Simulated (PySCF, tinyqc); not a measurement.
Coupled-perturbed Hartree-Fock on RHF in the sto-6g basis, for HF, spin multiplicity 1, step by step. The lowest restricted solution is unstable here: a spin-polarised one lies 0.0349 hartree lower (PySCF). One step of it, computed by the program tinyqc.

Problem. Coupled step 1. U_ai = -(mu_ai + sum_bj [4 (ai|bj) - (ab|ij) - (aj|bi)] U_bj) / (e_a - e_i); alpha = -4 sum U_ai mu_ai.

uncoupled U:
```
          i1        i2        i3        i4         i5
a6  0.001521  0.078275  0.000000  0.000000  -1.937546
```

dipole integrals <a|z|i> (bohr):
```
           i1         i2        i3        i4        i5
a6  -0.040337  -0.131167  0.000000  0.000000  1.351341
```

orbital energies (hartree): MO1 -26.269477, MO2 -1.418746, MO3 -0.473493, MO4 -0.473493, MO5 -0.440480, MO6 0.256970

Two-electron integrals over orbitals (pq|rs), unique and non-zero (hartree):
```
(11|11) 5.382794    (21|11) -0.539451   (21|21) 0.087116    (22|11) 1.264107
(22|21) -0.024939   (22|22) 0.885813    (31|31) 0.030341    (32|31) 0.040337
(32|32) 0.192050    (33|11) 1.265991    (33|21) -0.014362   (33|22) 0.903362
(33|33) 0.998085    (41|41) 0.030341    (42|41) 0.040337    (42|42) 0.192050
(43|43) 0.053789    (44|11) 1.265991    (44|21) -0.014362   (44|22) 0.903362
(44|33) 0.890506    (44|44) 0.998085    (51|11) 0.076185    (51|21) -0.012139
(51|22) 0.004450    (51|33) 0.001944    (51|44) 0.001944    (51|51) 0.016585
(52|11) -0.099217   (52|21) 0.003898    (52|22) -0.044009   (52|33) -0.054433
(52|44) -0.054433   (52|51) 0.020531    (52|52) 0.123674    (53|31) -0.005143
(53|32) -0.020919   (53|53) 0.032125    (54|41) -0.005143   (54|42) -0.020919
(54|54) 0.032125    (55|11) 0.852910    (55|21) -0.007639   (55|22) 0.666098
(55|33) 0.651262    (55|44) 0.651262    (55|51) -0.001370   (55|52) -0.006949
(55|55) 0.645472    (61|11) 0.083281    (61|21) -0.013810   (61|22) 0.002941
(61|33) 0.002189    (61|44) 0.002189    (61|51) -0.013644   (61|52) -0.022297
(61|55) 0.003671    (61|61) 0.018467    (62|11) -0.120571   (62|21) 0.003586
(62|22) -0.065876   (62|33) -0.065932   (62|44) -0.065932   (62|51) -0.019919
(62|52) -0.085579   (62|55) -0.020065   (62|61) 0.019439    (62|62) 0.090615
(63|31) -0.005324   (63|32) -0.021911   (63|53) -0.024285   (63|63) 0.027765
(64|41) -0.005324   (64|42) -0.021911   (64|54) -0.024285   (64|64) 0.027765
(65|11) -0.445846   (65|21) 0.006841    (65|22) -0.265382   (65|33) -0.266434
(65|44) -0.266434   (65|51) 0.001267    (65|52) 0.066251    (65|55) -0.086330
(65|61) -0.003539   (65|62) 0.026979    (65|65) 0.253744    (66|11) 0.811644
(66|21) -0.008159   (66|22) 0.619364    (66|33) 0.605481    (66|44) 0.605481
(66|51) 0.007844    (66|52) 0.036197    (66|55) 0.630514    (66|61) -0.005838
(66|62) -0.045513   (66|65) -0.027707   (66|66) 0.651932
```

Give: U after step 1; polarisability.

Solution.

U after step 1:
```
       i1     i2     i3     i4      i5
a6  0.000  0.146  0.000  0.000  -1.579
```

polarisability = 8.614 bohr^3
